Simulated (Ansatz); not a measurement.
# CH₂Na radical (SMILES [CH2][Na]): one structure at several levels

Aim: energy, forces and dipole at a structure displaced at random from a GFN2-xTB minimum, from CCSD(T) and from density functionals.

The runs use Ansatz 0.2.0, Gaussian basis; single points in def2-TZVPP.

Cores are frozen in the correlated methods. The outer core shell of Li, Na, Mg and K is correlated. Orbitals are unrestricted.

## (1) Starting geometry

SMILES `[CH2][Na]`, 4 atoms, charge 0, spin multiplicity 2.

Atoms are counted from 1 here; the program's logs count them from 0.

Bond lengths: C1–Na2 2.089 Å, C1–H3 1.234 Å, C1–H4 1.331 Å. Angles: Na2–C1–H3 126.0°, Na2–C1–H4 120.3°, H3–C1–H4 105.6°.

Coordinates:

```xyz
4
CH2Na
C    -0.0698    0.0594   -0.2198
Na    1.4880    0.0786    1.1714
H    -0.8476    0.9891   -0.4509
H    -0.7708   -1.0526   -0.4268
```

## (2) CCSD(T)/def2-TZVPP

The input, run/in.yaml:

```yaml
crystal:
  periodic: [false, false, false]
  atoms:
    - {symbol: C, position_ang: [-0.069800, 0.059400, -0.219800]}
    - {symbol: Na, position_ang: [1.488000, 0.078600, 1.171400]}
    - {symbol: H, position_ang: [-0.847600, 0.989100, -0.450900]}
    - {symbol: H, position_ang: [-0.770800, -1.052600, -0.426800]}
basis:
  gaussian: {orbitals: def2-TZVPP}
magnetization: {spin_polarized: true, initial_magnetization: 1}
correlation: {method: ccsd_t}
scf: {omitted_lower_state_checks: [cluster_reference]}
output: {forces: true}
```

The command line of these runs was not kept.

## (3) PBE0-D4/def2-TZVPP

run/in.yaml, as its differences from that of step 2:

```diff
@@ -10,4 +10,3 @@
 magnetization: {spin_polarized: true, initial_magnetization: 1}
-correlation: {method: ccsd_t}
-scf: {omitted_lower_state_checks: [cluster_reference]}
-output: {forces: true}
+hamiltonian: {xc: pbe0, dispersion: d4}
+output: {forces: true, orbitals: {seedname: orbitals}}
```

## (4) wB97M-V/def2-TZVPP

run/in.yaml, as its differences from that of step 3:

```diff
@@ -10,3 +10,3 @@
 magnetization: {spin_polarized: true, initial_magnetization: 1}
-hamiltonian: {xc: pbe0, dispersion: d4}
-output: {forces: true, orbitals: {seedname: orbitals}}
+hamiltonian: {xc: {name: wB97M-V}}
+output: {forces: true}
```

## (5) r2SCAN-D4/def2-TZVPP

run/in.yaml, as its differences from that of step 4:

```diff
@@ -10,3 +10,3 @@
 magnetization: {spin_polarized: true, initial_magnetization: 1}
-hamiltonian: {xc: {name: wB97M-V}}
+hamiltonian: {xc: r2scan, dispersion: d4}
 output: {forces: true}
```

## (6) PBE-D4/def2-TZVPP

run/in.yaml, as its differences from that of step 5:

```diff
@@ -10,3 +10,3 @@
 magnetization: {spin_polarized: true, initial_magnetization: 1}
-hamiltonian: {xc: r2scan, dispersion: d4}
+hamiltonian: {xc: pbe, dispersion: d4}
 output: {forces: true}
```

## (7) BLYP-D4/def2-TZVPP

run/in.yaml, as its differences from that of step 6:

```diff
@@ -10,3 +10,3 @@
 magnetization: {spin_polarized: true, initial_magnetization: 1}
-hamiltonian: {xc: pbe, dispersion: d4}
+hamiltonian: {xc: {name: BLYP}, dispersion: d4}
 output: {forces: true}
```

## (8) BHLYP-D4/def2-TZVPP

run/in.yaml, as its differences from that of step 7:

```diff
@@ -10,3 +10,3 @@
 magnetization: {spin_polarized: true, initial_magnetization: 1}
-hamiltonian: {xc: {name: BLYP}, dispersion: d4}
+hamiltonian: {xc: {name: BHLYP}, dispersion: d4}
 output: {forces: true}
```

(Steps that only read results are left out.)

Q: Predict the outcome of this session. Wanted: energy less free atoms, CCSD(T)/def2-TZVPP; RMS force component; RMS force error; HOMO and LUMO, PBE0-D4; T1 diagnostic.

As calculated:

| quantity | value |
| --- | --- |
| energy less free atoms, CCSD(T)/def2-TZVPP | -209.8 kcal/mol |
| RMS force component | 1.835 to 2.083 eV/Å over the methods |
| RMS force error | PBE0-D4 0.059, wB97M-V 0.102, r2SCAN-D4 0.037, PBE-D4 0.084, BLYP-D4 0.104, BHLYP-D4 0.178 eV/Å |
| HOMO and LUMO, PBE0-D4 | -4.68 and -1.30 eV |
| T1 diagnostic | 0.014 |

**Reading.** Against CCSD(T) the functionals' energies less atoms differ by -12.7 to +1.8 kcal/mol, PBE-D4 by -12.7 kcal/mol. The reference is not at the basis limit: in triple zeta CCSD(T) underbinds, which counts against methods that bind more; the gaps are no ranking. For forces r2SCAN-D4 does best and BHLYP-D4 worst. Frozen-core CCSD(T) forces in triple zeta carry basis errors of their own, and this is one geometry, so small gaps rank nothing.
